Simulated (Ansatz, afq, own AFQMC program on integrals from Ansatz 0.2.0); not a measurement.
## PtH2O, singlet: AFQMC among the cluster methods

```xyz
4

Pt    0.0030    0.0000    0.1417
O    -0.0905    0.0000   -1.5067
H     0.4298   -0.7773   -1.7538
H     0.4298    0.7773   -1.7538
```

Connectivity, by distances: Pt–OH2.

Basis def2-SVP with its core potentials. Only valence electrons are correlated. Ansatz 0.2.0 and our own AFQMC program on the same integrals; the CISD trial comes from CCSD amplitudes, and released means the phaseless constraint is let go. ± is one standard error of the sampling. No spin–orbit coupling. The metal's outer-core s and p shells are frozen, which shifts wave-function levels against functionals.

Determinant: RHF, the one that the program's search chose, which needn't be the lowest solution. The geometry is a point of a scan.

No full CI on the walks' own integrals is used here; CCSDT(Q) serves as the reference and is uncertain by about the last step of the cluster series.

Cautions: no spin-orbit coupling; outer-core shells of the metal frozen; higher spins were not checked.

```
T1 diagnostic                               : 0.0165
weight of the determinant in the CISD state : 0.861
size of the correlated space                : 18 electrons in 51 orbitals
```

```csv
level,correlation energy (eV)
MP2,-12.9125
CCSD,-12.6385
CCSD(T),-12.9606
```

Question: Estimate where AFQMC with the constraint released lies against CCSD(T) on the same integrals.

Answer: 24.8 ± 9.1 meV below CCSD(T).

Reference: CCSDT(Q), correlation energy -12.986 eV. The released energy is read at 1.80 1/Eh, later times being too noisy (meV from the phaseless value at times in 1/Eh: -14 ± 6 at 0.24, -11 ± 6 at 0.60, -15 ± 8 at 1.20, -4 ± 9 at 1.80, -10 ± 17 at 2.60).

```json
{"level": "CCSD(T)", "E − E(reference) (meV)": "25.1", "share of correlation (%)": "99.81"}
{"level": "CCSDT", "E − E(reference) (meV)": "26.1", "share of correlation (%)": "99.80"}
{"level": "ph-AFQMC/CISD", "E − E(reference) (meV)": "4.5 ± 6.8", "share of correlation (%)": "99.97"}
{"level": "released AFQMC", "E − E(reference) (meV)": "0.3 ± 9.1", "share of correlation (%)": "100.00"}
```

A walk keeps the symmetry of its determinant, which the program's search chose and which needn't be the lowest solution, so a lower state of the same spin and another symmetry isn't excluded. Released energies are given only where the last usable release times agree within the noise; a slower fall can still hide under it.
